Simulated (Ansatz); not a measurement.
# Pt: from a trial structure to a relaxed crystal

All numbers below come from DFT PBEsol, scalar-relativistic, plane waves, PAW (Ansatz). Cutoff 420 eV, Γ-centred k mesh, Gaussian smearing, no spin polarisation in the final step.

Pt was placed on the beta-tin structure type (I4_1/amd, No. 141), at a guessed volume.

```xyz
2
Lattice="-2.4596 2.4596 1.3418 2.4596 -2.4596 1.3418 2.4596 2.4596 -1.3418" Properties=species:S:1:pos:R:3 pbc="T T T"
Pt    0.0000    0.0000    0.0000
Pt    0.0000    2.4596    0.6709
```

Cell and atoms relax at zero pressure; the relaxation can't lower the symmetry of the start.

Energies count from the standard state of Pt at the same level.

Q: What does it relax into?

A: It keeps I4_1/amd (No. 141). The result has the beta-tin structure. Conventional cell: a = 4.964 Å, c = 2.671 Å. Pt has 6 Pt at 2.57–2.67 Å.

```xyz
2
Lattice="-2.4820 2.4820 1.3357 2.4820 -2.4820 1.3357 2.4820 2.4820 -1.3357" Properties=species:S:1:pos:R:3 pbc="T T T"
Pt    0.0000    0.0000    0.0000
Pt    0.0000    2.4820    0.6678
```

Q: What are its volume, energy, density and gap?

A: The volume per atom is 16.46 Å³, the density is 19.69 g/cm³ and the energy over the standard structure is 0.35 eV/atom. The gap on the 24×24×24 mesh is 0 eV (a metal).

The final run used a 24×24×24 mesh on its 2-atom cell and 0.10 eV smearing. For metals, differences of a few meV/atom aren't resolved. Spin–orbit coupling is left out. A structure relaxed within its symmetry needn't be a true minimum. The steps took of the order of 90 core-seconds in all.